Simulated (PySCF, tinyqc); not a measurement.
CID on RHF in the sto-3g basis, frozen core, for LiH, spin multiplicity 1, step by step. The lowest restricted solution is unstable here: a spin-polarised one lies 0.0915 hartree lower (PySCF). Computed by tinyqc, a small Python program that keeps every step (integrals from PySCF). Settings: charge = 0, multiplicity = 1, basis = sto-3g, method = RHF, frozen orbitals = 1, energy threshold = 1e-10, iteration cap = 83, orthogonalisation = symmetric, start = atomic densities, DIIS depth = 6, ci = CID, davidson = 1. Command: `OMP_NUM_THREADS=1 python tinyqc.py 28498 28499 out.jsonl` (the two numbers bound the seeds that draw the settings). One thread of a shared host (Intel(R) Xeon(R) Processor @ 2.60GHz), about 0.2 s of CPU time with the checks. The early iterations of the SCF are left out here.

## One-electron integrals

Geometry (angstrom):
```
atom       x       y       z
Li    0.0000  0.0000  0.0000
H     0.0000  0.0000  3.1460
```

Basis sto-3g: exponents (1/bohr^2) and contraction coefficients of normalised primitives:
```
element  l (shell)  exponent  coefficient
Li           s (1)   16.1196       0.1543
Li           s (1)    2.9362       0.5353
Li           s (1)    0.7947       0.4446
Li           s (2)    0.6363      -0.1000
Li           s (2)    0.1479       0.3995
Li           s (2)    0.0481       0.7001
Li           p (3)    0.6363       0.1559
Li           p (3)    0.1479       0.6077
Li           p (3)    0.0481       0.3920
H            s (1)    3.4253       0.1543
H            s (1)    0.6239       0.5353
H            s (1)    0.1689       0.4446
```

Overlap, kinetic and nuclear-attraction integrals over the contracted functions; the nuclear repulsion is the sum of Za Zb / Rab.

nuclear repulsion = 0.504619 hartree

overlap S, order 1Li 1s, 1Li 2s, 1Li 2px, 1Li 2py, 1Li 2pz, 2H 1s:
```
[[1.0000, 0.2411, 0.0000, 0.0000, 0.0000, 0.0012],
 [0.2411, 1.0000, 0.0000, 0.0000, 0.0000, 0.1066],
 [0.0000, 0.0000, 1.0000, 0.0000, 0.0000, 0.0000],
 [0.0000, 0.0000, 0.0000, 1.0000, 0.0000, 0.0000],
 [0.0000, 0.0000, 0.0000, 0.0000, 1.0000, 0.1678],
 [0.0012, 0.1066, 0.0000, 0.0000, 0.1678, 1.0000]]
```

kinetic energy T (hartree), order 1Li 1s, 1Li 2s, 1Li 2px, 1Li 2py, 1Li 2pz, 2H 1s:
```
[[3.5768, -0.0202, 0.0000, 0.0000, 0.0000, -0.0013],
 [-0.0202, 0.1022, 0.0000, 0.0000, 0.0000, -0.0029],
 [0.0000, 0.0000, 0.3197, 0.0000, 0.0000, 0.0000],
 [0.0000, 0.0000, 0.0000, 0.3197, 0.0000, 0.0000],
 [0.0000, 0.0000, 0.0000, 0.0000, 0.3197, 0.0018],
 [-0.0013, -0.0029, 0.0000, 0.0000, 0.0018, 0.7600]]
```

nuclear attraction V (hartree), order 1Li 1s, 1Li 2s, 1Li 2px, 1Li 2py, 1Li 2pz, 2H 1s:
```
[[-8.1511, -1.0049, 0.0000, 0.0000, -0.0042, -0.0042],
 [-1.0049, -1.3744, 0.0000, 0.0000, -0.0496, -0.1334],
 [0.0000, 0.0000, -1.3543, 0.0000, 0.0000, 0.0000],
 [0.0000, 0.0000, 0.0000, -1.3543, 0.0000, 0.0000],
 [-0.0042, -0.0496, 0.0000, 0.0000, -1.3850, -0.2112],
 [-0.0042, -0.1334, 0.0000, 0.0000, -0.2112, -1.7312]]
```

core Hamiltonian H = T + V (hartree), order 1Li 1s, 1Li 2s, 1Li 2px, 1Li 2py, 1Li 2pz, 2H 1s:
```
[[-4.5743, -1.0251, 0.0000, 0.0000, -0.0042, -0.0055],
 [-1.0251, -1.2722, 0.0000, 0.0000, -0.0496, -0.1363],
 [0.0000, 0.0000, -1.0347, 0.0000, 0.0000, 0.0000],
 [0.0000, 0.0000, 0.0000, -1.0347, 0.0000, 0.0000],
 [-0.0042, -0.0496, 0.0000, 0.0000, -1.0653, -0.2094],
 [-0.0055, -0.1363, 0.0000, 0.0000, -0.2094, -0.9712]]
```

## Two-electron integrals

Functions are numbered as in S; the eight-fold symmetry (ij|kl) = (ji|kl) = (kl|ij) leaves the list below.

Two-electron integrals (ij|kl) in chemists' order, unique and non-zero (hartree):
```
(11|11) 1.6804     (21|11) 0.2654     (21|21) 0.0499     (22|11) 0.3977
(22|21) 0.0929     (22|22) 0.2906     (31|31) 0.0090     (32|31) 0.0138
(32|32) 0.0642     (33|11) 0.3966     (33|21) 0.0929     (33|22) 0.2905
(33|33) 0.3129     (41|41) 0.0090     (42|41) 0.0138     (42|42) 0.0642
(43|43) 0.0169     (44|11) 0.3966     (44|21) 0.0929     (44|22) 0.2905
(44|33) 0.2792     (44|44) 0.3129     (51|51) 0.0090     (52|51) 0.0138
(52|52) 0.0642     (53|53) 0.0169     (54|54) 0.0169     (55|11) 0.3966
(55|21) 0.0929     (55|22) 0.2905     (55|33) 0.2792     (55|44) 0.2792
(55|55) 0.3129     (61|11) 0.0011     (61|21) 2.25e-04   (61|22) 4.62e-04
(61|33) 4.52e-04   (61|44) 4.52e-04   (61|51) 4.01e-05   (61|52) 8.62e-05
(61|55) 4.82e-04   (61|61) 1.27e-06   (62|11) 0.0228     (62|21) 0.0055
(62|22) 0.0214     (62|33) 0.0202     (62|44) 0.0202     (62|51) 0.0007
(62|52) 0.0066     (62|55) 0.0239     (62|61) 3.40e-05   (62|62) 0.0049
(63|31) 1.45e-04   (63|32) 0.0011     (63|53) 0.0006     (63|63) 1.40e-04
(64|41) 1.45e-04   (64|42) 0.0011     (64|54) 0.0006     (64|64) 1.40e-04
(65|11) 0.0351     (65|21) 0.0084     (65|22) 0.0333     (65|33) 0.0312
(65|44) 0.0312     (65|51) 0.0011     (65|52) 0.0104     (65|55) 0.0373
(65|61) 5.27e-05   (65|62) 0.0078     (65|65) 0.0125     (66|11) 0.1682
(66|21) 0.0406     (66|22) 0.1669     (66|33) 0.1571     (66|44) 0.1571
(66|51) 0.0042     (66|52) 0.0487     (66|55) 0.1864     (66|61) 2.44e-04
(66|62) 0.0536     (66|65) 0.0867     (66|66) 0.7746
```

## Orthogonalisation

S = U s U^T; symmetric (Loewdin) form X = U s^(-1/2) U^T, so that X^T S X = 1.

eigenvalues of S: [0.7246, 0.8528, 1.0000, 1.0000, 1.1460, 1.2766]

X, order 1Li 1s, 1Li 2s, 1Li 2px, 1Li 2py, 1Li 2pz, 2H 1s:
```
[[1.0230, -0.1261, 0.0000, 0.0000, -0.0014, 0.0097],
 [-0.1261, 1.0275, 0.0000, 0.0000, 0.0072, -0.0567],
 [0.0000, 0.0000, 1.0000, 0.0000, 0.0000, 0.0000],
 [0.0000, 0.0000, 0.0000, 1.0000, 0.0000, 0.0000],
 [-0.0014, 0.0072, 0.0000, 0.0000, 1.0109, -0.0861],
 [0.0097, -0.0567, 0.0000, 0.0000, -0.0861, 1.0154]]
```

## Starting guess

The start is atomic minimal-basis densities projected into this basis (PySCF's MINAO start) and scaled to the electron count of each spin; this density is not idempotent, so its energy is not variational and may lie below the converged one.

D at the start, order 1Li 1s, 1Li 2s, 1Li 2px, 1Li 2py, 1Li 2pz, 2H 1s:
```
[[2.0774, -0.2264, 0.0000, 0.0000, 0.0022, -0.0194],
 [-0.2264, 1.0211, 0.0000, 0.0000, -0.0042, 0.0721],
 [0.0000, 0.0000, 0.0000, 0.0000, 0.0000, 0.0000],
 [0.0000, 0.0000, 0.0000, 0.0000, 0.0000, 0.0000],
 [0.0022, -0.0042, 0.0000, 0.0000, 0.0015, 0.0379],
 [-0.0194, 0.0721, 0.0000, 0.0000, 0.0379, 0.9812]]
```

## Iteration 9 (converged): orbitals

converged F (hartree), order 1Li 1s, 1Li 2s, 1Li 2px, 1Li 2py, 1Li 2pz, 2H 1s:
```
[[-2.3824, -0.6455, 0.0000, 0.0000, 0.0106, -0.0025],
 [-0.6455, -0.2046, 0.0000, 0.0000, -0.0241, -0.1198],
 [0.0000, 0.0000, 0.1500, 0.0000, 0.0000, 0.0000],
 [0.0000, 0.0000, 0.0000, 0.1500, 0.0000, 0.0000],
 [0.0106, -0.0241, 0.0000, 0.0000, 0.1156, -0.1121],
 [-0.0025, -0.1198, 0.0000, 0.0000, -0.1121, -0.0466]]
```

Diagonalise F' = X^T F X, C = X C', fill 2 alpha and 2 beta electrons from the bottom; D = 2 C_occ C_occ^T. Each column has its largest component positive (the first on a tie).

F' = X^T F X (hartree):
```
[[-2.3296, -0.3568, 0.0000, 0.0000, 0.0103, 0.0245],
 [-0.3568, -0.0732, 0.0000, 0.0000, -0.0091, -0.1178],
 [0.0000, 0.0000, 0.1500, 0.0000, 0.0000, 0.0000],
 [0.0000, 0.0000, 0.0000, 0.1500, 0.0000, 0.0000],
 [0.0103, -0.0091, 0.0000, 0.0000, 0.1370, -0.1218],
 [0.0245, -0.1178, 0.0000, 0.0000, -0.1218, -0.0143]]
```

orbital energies (hartree): [-2.3847, -0.1671, 0.0546, 0.1500, 0.1500, 0.2171]

coefficients C, order 1Li 1s, 1Li 2s, 1Li 2px, 1Li 2py, 1Li 2pz, 2H 1s:
```
[[0.9918, -0.1611, -0.2179, 0.0000, 0.0000, -0.0734],
 [0.0321, 0.5918, 0.8002, 0.0000, 0.0000, 0.2890],
 [0.0000, 0.0000, 0.0000, 0.9992, -0.0401, 0.0000],
 [0.0000, 0.0000, 0.0000, 0.0401, 0.9992, 0.0000],
 [-0.0037, 0.2579, -0.4759, 0.0000, 0.0000, 0.8581],
 [-0.0016, 0.6778, -0.4174, 0.0000, 0.0000, -0.6389]]
```

D after iteration 9, order 1Li 1s, 1Li 2s, 1Li 2px, 1Li 2py, 1Li 2pz, 2H 1s:
```
[[2.0191, -0.1270, 0.0000, 0.0000, -0.0905, -0.2216],
 [-0.1270, 0.7024, 0.0000, 0.0000, 0.3050, 0.8021],
 [0.0000, 0.0000, 0.0000, 0.0000, 0.0000, 0.0000],
 [0.0000, 0.0000, 0.0000, 0.0000, 0.0000, 0.0000],
 [-0.0905, 0.3050, 0.0000, 0.0000, 0.1331, 0.3497],
 [-0.2216, 0.8021, 0.0000, 0.0000, 0.3497, 0.9188]]
```

Within a degenerate level the vectors are fixed only up to a rotation; this is one choice.

## Convergence

Stop when the energy changes by less than 1e-10 hartree and every element of the error matrix X^T (F D S - S D F) X is below 3e-06.

Course of the cycle:
```
iteration  E (hartree)     change  largest element of the error matrix
1            -7.595809          -                             4.80e-02
2            -7.664238  -6.84e-02                             1.31e-01
3            -7.667531  -3.29e-03                             1.24e-01
4            -7.694139  -2.66e-02                             1.70e-02
5            -7.694845  -7.06e-04                             1.05e-02
6            -7.695004  -1.59e-04                             5.13e-04
7            -7.695005  -6.99e-07                             5.53e-05
8            -7.695005  -5.39e-09                             4.37e-06
9            -7.695005  -4.80e-11                             7.98e-08
```

PySCF RHF in the same basis = -7.695005 hartree

Converged in 9 iterations.

## Populations, bond orders and dipole

Mulliken: Z minus the diagonal of D S on the atom; Loewdin: the same with S^(1/2) D S^(1/2); Mayer order: 2 sum_s sum (D(s) S)_ij (D(s) S)_ji over the two atoms.

Charges (e):
```
atom  Mulliken  Loewdin
1Li     0.0627   0.0614
2H     -0.0627  -0.0614
```

Mayer bond orders:
```
pair   order
2-1   0.9961
```

dipole moment about the origin, x y z (debye): [0.0000, 0.0000, -5.0242]

## Integrals over molecular orbitals

(pq|rs) = sum C_ip C_jq C_kr C_ls (ij|kl), one index at a time.

one-electron integrals over orbitals h = C^T H C (hartree):
```
[[-4.5659, 0.1053, 0.1536, 0.0000, 0.0000, 0.0336],
 [0.1053, -1.0820, -0.0392, 0.0000, 0.0000, -0.0856],
 [0.1536, -0.0392, -1.0410, 0.0000, 0.0000, 0.0034],
 [0.0000, 0.0000, 0.0000, -1.0347, 0.0000, 0.0000],
 [0.0000, 0.0000, 0.0000, 0.0000, -1.0347, 0.0000],
 [0.0336, -0.0856, 0.0034, 0.0000, 0.0000, -1.0129]]
```

Two-electron integrals over orbitals (pq|rs), unique and non-zero (hartree); the lowest 1 orbital is frozen and left out:
```
(22|22) 0.3937    (32|22) -0.0962   (32|32) 0.0732    (33|22) 0.2353
(33|32) 0.0098    (33|33) 0.2892    (42|42) 0.0223    (43|42) 0.0251
(43|43) 0.0401    (44|22) 0.2120    (44|32) 0.0413    (44|33) 0.2620
(44|44) 0.3129    (52|52) 0.0223    (53|52) 0.0251    (53|53) 0.0401
(54|54) 0.0169    (55|22) 0.2120    (55|32) 0.0413    (55|33) 0.2620
(55|44) 0.2792    (55|55) 0.3129    (62|22) -0.0864   (62|32) 0.0779
(62|33) -0.0109   (62|44) 0.0492    (62|55) 0.0492    (62|62) 0.1147
(63|22) 0.0849    (63|32) -0.0579   (63|33) -0.0265   (63|44) -0.0243
(63|55) -0.0243   (63|62) -0.0507   (63|63) 0.0641    (64|42) 0.0136
(64|43) 0.0057    (64|64) 0.0162    (65|52) 0.0136    (65|53) 0.0057
(65|65) 0.0162    (66|22) 0.3323    (66|32) -0.0418   (66|33) 0.2559
(66|44) 0.2505    (66|55) 0.2505    (66|62) -0.0230   (66|63) 0.0365
(66|66) 0.3245
```

## CID: determinants and Hamiltonian

one-electron integrals dressed by the frozen orbital, h + 2 (pq|11) - (p1|1q) (hartree), order 2, 3, 4, 5, 6:
```
[[-0.5608, 0.0962, 0.0000, 0.0000, 0.0864],
 [0.0962, -0.3426, 0.0000, 0.0000, -0.0920],
 [0.0000, 0.0000, -0.2517, 0.0000, 0.0000],
 [0.0000, 0.0000, 0.0000, -0.2517, 0.0000],
 [0.0864, -0.0920, 0.0000, 0.0000, -0.3326]]
```

energy of the frozen orbital, 2 h_11 + (11|11) = -7.471699 hartree

Hartree-Fock energy = -7.695005 hartree

Slater-Condon rules over spin orbitals, with the nuclear repulsion and the energy of the frozen orbital added and E(HF) subtracted on the diagonal. Only determinants linked to the reference directly or through others are kept (one block of an abelian symmetry group), so some states are absent.

Occupation strings over the orbitals (2 doubly, a alpha, b beta, 0 empty; spin orbitals ordered 1a 1b 2a 2b ...): 220000 202000 20a00b 200200 200020 20b00a 200002

H - E(HF) between determinants (hartree), order 220000, 202000, 20a00b, 200200, 200020, 20b00a, 200002:
```
[[0.0000, 0.0732, 0.0779, 0.0223, 0.0223, -0.0779, 0.1147],
 [0.0732, 0.3319, -0.1185, 0.0401, 0.0401, 0.1185, 0.0641],
 [0.0779, -0.1185, 0.3086, 0.0057, 0.0057, -0.0641, -0.0555],
 [0.0223, 0.0401, 0.0057, 0.5374, 0.0169, -0.0057, 0.0162],
 [0.0223, 0.0401, 0.0057, 0.0169, 0.5374, -0.0057, 0.0162],
 [-0.0779, 0.1185, -0.0641, -0.0057, -0.0057, 0.3086, 0.0555],
 [0.1147, 0.0641, -0.0555, 0.0162, 0.0162, 0.0555, 0.3872]]
```

## CID: roots

Diagonalise (each vector has its largest component positive (the first on a tie)); all determinants have Ms = 0, so triplets appear too. The lowest singlet root is the correlation energy.

lowest roots of this matrix, relative to E(HF) (hartree): [-0.0932, 0.2226, 0.2445, 0.3737, 0.5205, 0.5332, 0.6096]

lowest vectors, order 220000, 202000, 20a00b, 200200, 200020, 20b00a, 200002:
```
[[0.8788, 0.3231, 0.0000, 0.3334],
 [-0.2479, 0.7552, 0.0000, -0.1681],
 [-0.2374, 0.3374, 0.7071, 0.3167],
 [-0.0050, -0.1115, 0.0000, -0.0961],
 [-0.0050, -0.1115, 0.0000, -0.0961],
 [0.2374, -0.3374, 0.7071, -0.3167],
 [-0.2313, -0.2697, 0.0000, 0.8009]]
```

<S^2> of these roots: [0.0000, 0.0000, 2.0000, 0.0000, 0.0000, 0.0000, 0.0000]

weight of the ground state by excitation level 0, 1, 2, ...: [0.7723, 0.0000, 0.2277]

The reference has a weight of only 0.77: one determinant is a poor start here.

## The lowest root by the Davidson method

Start from the reference; add the residual divided by (theta - H_ii), orthogonalised, at each step.

Davidson iterations:
```
iteration  subspace  lowest Ritz value (hartree)  residual norm
1                 1                            0       1.78e-01
2                 2                    -0.090687       3.31e-02
3                 3                    -0.093136       3.83e-03
4                 4                    -0.093165       1.38e-04
5                 5                    -0.093165       8.65e-17
```
